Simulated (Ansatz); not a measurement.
Geometry optimisation, UKS PBE-D4/6-31G (Ansatz 0.2.0).

The input (input.yaml):

```yaml
crystal:
  periodic: [false, false, false]
  atoms:
    - { symbol: Li, position_ang: [-2.71649, -0.2617, -0.06229] }
    - { symbol: Si, position_ang: [-0.44792, -1.09613, 0.16942] }
    - { symbol: C, position_ang: [0.50075, 0.5747, 0.08636] }
    - { symbol: H, position_ang: [0.58955, -1.99969, -0.39493] }
    - { symbol: H, position_ang: [0.76228, 0.8356, -0.94066] }
    - { symbol: H, position_ang: [-0.11304, 1.38904, 0.48292] }
    - { symbol: H, position_ang: [1.42486, 0.55818, 0.65917] }
magnetization:
  spin_polarized: true
  initial_magnetization: 1
basis:
  gaussian: { orbitals: "6-31G" }
hamiltonian:
  xc: pbe
  dispersion: d4
relax:
  f_tol: 0.015
  max_steps: 40
output:
  orbitals: {}
```

Run as:

```bash
$ ansatz run input.yaml --threads 1 --pin off --max-ram 2048MiB --backend cpu --events-out ev --progress --plain --runs-dir out
```

Task: Where does it end, and by what steps?

Result: It converged. The force dipped under the threshold on the way, but the program's further checks kept it going. Limits of this set-up: no polarisation functions. After 11 steps the energy has fallen by 0.238 eV; Li1 moved furthest, 0.74 Å.

| step | energy less start (eV) | largest force component (eV/Å) | accepted |
| --- | --- | --- | --- |
| 0 | 0.0000 | 0.952 | yes |
| 1 | -0.1358 | 0.348 | yes |
| 2 | -0.1950 | 0.116 | yes |
| 3 | -0.2262 | 0.115 | yes |
| 4 | -0.2343 | 0.082 | yes |
| 5 | -0.2369 | 0.052 | yes |
| 6 | -0.2377 | 0.043 | yes |
| 7 | -0.2322 | 0.563 | no |
| 8 | -0.2380 | 0.006 | yes |
| 9 | -0.2382 | 0.023 | yes |
| 10 | -0.2383 | 0.013 | yes |
| 11 | -0.2384 | 0.009 | yes |

```xyz
7
Properties=species:S:1:pos:R:3
Li -2.994 -0.915 0.141
Si -0.621 -0.790 -0.084
C 0.641 0.702 0.078
H 0.296 -1.976 -0.462
H 1.163 0.870 -0.881
H 0.114 1.628 0.359
H 1.401 0.481 0.848
```

Whether the end is a true minimum wasn't checked by a vibrational analysis.

The run took 30 s on 1 thread of Arm Neoverse V1 (shared host), peak memory 0.14 GiB.
